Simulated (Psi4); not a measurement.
# UHF/cc-pCVTZ (density fitting) run of CH3B (SMILES B[CH])

Wanted: the energy of CH3B. Input form: a QCSchema input.

The calculation is run with Psi4 1.11.

1 further run of the same task is left out (set aside as unsound or not needed).

## (1) The structure to begin with

CH3B: 5 atoms, total charge 0, spin state triplet. As SMILES, `B[CH]`. The shape is that of a GFN2-xTB optimisation.

Bond lengths: B1–C2 1.463 Å, B1–H3 1.182 Å, B1–H4 1.174 Å, C2–H5 1.068 Å. Angles: B1–C2–H5 150.8°, C2–B1–H3 120.4°, C2–B1–H4 121.9°, H3–B1–H4 117.7°.

## (2) A single-point energy at UHF/cc-pCVTZ (density fitting)

The input, ch3b.json:

```json
{
  "schema_name": "qcschema_input",
  "schema_version": 1,
  "molecule": {
    "schema_name": "qcschema_molecule",
    "schema_version": 2,
    "symbols": ["B", "C", "H", "H", "H"],
    "geometry": [-0.66603397, -0.75853607, -0.13485086, 0.9591116, 1.473136, -0.26828442, -0.583075, -2.11318624, 1.6380524, -2.08742927, -1.27129435, -1.76003422, 2.37742664, 2.66989956, 0.5251171],
    "molecular_charge": 0,
    "molecular_multiplicity": 3
  },
  "driver": "energy",
  "model": {
    "method": "hf",
    "basis": "cc-pCVTZ"
  },
  "keywords": {
    "reference": "uhf",
    "diis_max_vecs": 20,
    "level_shift": 5.0,
    "df_scf_guess": false,
    "maxiter": 50
  }
}
```

The run is started by

```sh
$ psi4 --qcschema ch3b.json -n 1 --memory 1600MB
```

stdout:

```text
[...]
  Running in c1 symmetry.
[...]
  Nuclear repulsion =   22.748848452436324
[...]
  Multiplicity = 3
[...]
  Nalpha       = 8
  Nbeta        = 6
[...]
    Number of basis functions: 128
[...]
   @DF-UHF iter   1:   -64.15474128223232   -9.86091e-01   1.70252e-03 DIIS/ADIIS
[...]
   @DF-UHF iter   9:   -64.21239164135572   -6.02902e-08   4.68633e-07 DIIS
[...]
   @S^2 Observed:                2.017049031E+00
[...]
    Orbital Energies [Eh]
    ---------------------
    Alpha Occupied:
       1A    -11.261452     2A     -7.594938     3A     -0.972319
       4A     -0.701713     5A     -0.565314     6A     -0.533472
       7A     -0.430296     8A     -0.389256
    Alpha Virtual:
       9A      0.109644    10A      0.155753    11A      0.197610
      12A      0.234175    13A      0.247427    14A      0.274636
      15A      0.304372    16A      0.324689    17A      0.401924
      18A      0.458893    19A      0.474392    20A      0.502362
      21A      0.562277    22A      0.585739    23A      0.597293
      24A      0.640476    25A      0.654167    26A      0.698122
[...]
  @DF-UHF Final Energy:   -64.21239164135572
   => Energetics <=
    Nuclear Repulsion Energy =             22.7488484524363237
    One-Electron Energy =                -130.1499610901273059
    Two-Electron Energy =                  43.1887209963352632
    Total Energy =                        -64.2123916413557225
  UHF NO Occupations:
  HONO-2 :    6  A 1.9933046
  HONO-1 :    7  A 1.0000000
[...]
 Multipole Moments:
 ------------------------------------------------------------------------------------
     Multipole            Electronic (a.u.)      Nuclear  (a.u.)        Total (a.u.)
 ------------------------------------------------------------------------------------
 L = 1.  Multiply by 2.5417464519 to convert [e a0] to [Debye]
 Dipole X            :          0.2148438            0.0440709            0.2589147
 Dipole Y            :          0.5276499           -0.2968814            0.2307685
 Dipole Z            :         -0.3008251            0.4304268            0.1296017
 Magnitude           :                                                    0.3702533
[...]
```

The result, in JSON:

```text
{
 "driver": "energy",
 "model": {
  "method": "hf",
  "basis": "cc-pCVTZ"
 },
 "success": true,
 "return_result": -64.21239164135572,
 "properties": {
  "calcinfo_nbasis": 128,
  "calcinfo_nmo": 128,
  "calcinfo_nalpha": 8,
  "calcinfo_nbeta": 6,
  "calcinfo_natom": 5,
  "nuclear_repulsion_energy": 22.748848452436324,
  "return_energy": -64.21239164135572,
  "scf_one_electron_energy": -130.1499610901273,
  "scf_two_electron_energy": 43.18872099633526,
  "scf_dipole_moment": [0.2589146748061872, 0.2307685324198696, 0.12960169617634076],
  "scf_total_energy": -64.21239164135572,
  "scf_iterations": 9
 }
}
```

It took 1.4 s on 1 thread of INTEL XEON PLATINUM 8581C at 2.30GHz (Emerald Rapids), shared host; peak memory 0.23 GiB.

## (3) Results

Level: UHF/cc-pCVTZ (density fitting).

```
                          quantity         value
                      total energy  -64.21239 Eh
                     dipole moment        0.94 D
HOMO energy (highest over α and β)     -10.59 eV
 LUMO energy (lowest over α and β)       0.81 eV
                              ⟨S²⟩         2.017
```
